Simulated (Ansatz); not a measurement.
# C3H7N: a dynamics run in two tries

Wanted: a short trajectory, and a check that the input is sound. SMILES of the start: C=C(C)N.

Method: UHF/6-31G, in Ansatz 0.2.0.

## 1. Starting point

Bond lengths: C1–C2 1.413 Å, C2–C3 1.579 Å, C2–N4 1.384 Å, C1–H5 0.961 Å, C1–H6 1.165 Å, C3–H7 1.152 Å, C3–H8 1.107 Å, C3–H9 1.209 Å, N4–H10 1.024 Å, N4–H11 0.988 Å. Angles (14 of 15 angles, heavy atoms first): C1–C2–C3 114.6°, C1–C2–N4 122.4°, C3–C2–N4 122.5°, C2–C1–H5 126.8°, C2–C1–H6 108.7°, C2–C3–H7 101.1°, C2–C3–H8 112.9°, C2–C3–H9 123.8°, C2–N4–H10 117.2°, C2–N4–H11 108.2°, H5–C1–H6 120.5°, H7–C3–H8 103.3°, H7–C3–H9 129.8°, H8–C3–H9 80.4°.

As a file:

```xyz
11

C    -0.2980    1.4586   -0.1031
C    -0.0060    0.0812   -0.2174
C    -0.2989   -0.7637    1.0834
N     0.6394   -0.4506   -1.3197
H    -0.3608    2.0947   -0.8203
H    -0.8652    1.6383    0.8989
H    -0.4377   -1.8169    0.6381
H     0.5906   -0.8761    1.7329
H    -0.7363   -0.2922    2.1076
H     0.7665    0.1632   -2.1288
H     1.5457   -0.7292   -1.0421
```

## 2. First try

input.yaml

```yaml
crystal:
  periodic: [false, false, false]
  atoms:
    - { symbol: C, position_ang: [-0.297996, 1.45864, -0.103084] }
    - { symbol: C, position_ang: [-0.005996, 0.081217, -0.217432] }
    - { symbol: C, position_ang: [-0.298858, -0.763679, 1.083365] }
    - { symbol: "N", position_ang: [0.639436, -0.450639, -1.319693] }
    - { symbol: H, position_ang: [-0.360773, 2.094724, -0.820255] }
    - { symbol: H, position_ang: [-0.865167, 1.638324, 0.898904] }
    - { symbol: H, position_ang: [-0.437695, -1.816871, 0.638094] }
    - { symbol: H, position_ang: [0.590591, -0.876145, 1.732873] }
    - { symbol: H, position_ang: [-0.736316, -0.292158, 2.107584] }
    - { symbol: H, position_ang: [0.766545, 0.163249, -2.128772] }
    - { symbol: H, position_ang: [1.5457, -0.729178, -1.042069] }
magnetization:
  spin_polarized: true
basis:
  gaussian: { orbitals: "6-31G" }
hamiltonian:
  xc: hf
md:
  timestep: 0.25
  n_steps: 25
  ensemble: nve
  temperature: 700.0
  initial_velocities: maxwell_boltzmann
  seed: 438136
  temperature_schedule: [{ n_steps: 10, end_temperature: 100.0 }]
```

Launch:

```
$ ansatz run input.yaml --threads 1 --pin off --max-ram 2048MiB --backend cpu --events-out ev --progress --plain --runs-dir out
```

**Question.** What will these runs give? Wanted: first try.

The runs gave:

| quantity | value |
| --- | --- |
| first try | refused |
| cause | a temperature schedule needs a thermostat, and a run at constant energy has none |

**Reading.** The fault in the first input was caught at the input check and cost nothing.
